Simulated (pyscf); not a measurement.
Thermochemistry of product channels of SiH₃• + F–F on the doublet surface, in kcal/mol, from CCSD(T)/def2-TZVPP + ΔMP2(QZVPP) energies (ideal gas, 1 atm, RRHO with modes under 100 cm⁻¹ raised to 100, one conformer, R ln 2 for rigid chiral ones). PySCF, gas phase, ωB97X-D3(BJ)/def2-SVP geometries. MP2 and CC: frozen core, UHF for open shells. ΔMP2 is the change of the MP2 total energy from the triple- to the quadruple-zeta basis.

| products | ΔE | ΔH(298 K) | ΔG(298 K) | ΔG(900 K) |
|---|---|---|---|---|
| F–SiH₂• + HF | -157.5 | -155.4 | -155.7 | -156.6 |
| SiH₂ [singlet] + HF + F• | ? | -30.8 | -38.9 | ? |
| F–SiH₃ + F• | ? | -114.2 | -112.1 | -108.0 |

Q: Some entries are withheld; supply them.

A: 
- SiH₂ [singlet] + HF + F•, ΔE: -30.5
- SiH₂ [singlet] + HF + F•, ΔG(900 K): -56.0
- F–SiH₃ + F•, ΔE: -116.1

These are energies of the channels, which say nothing of barriers. The CCSD(T) − MP2 part came from Ansatz, without density fitting, on the same reference. Left out: orbital degeneracy and the spin-orbit lowering of F.
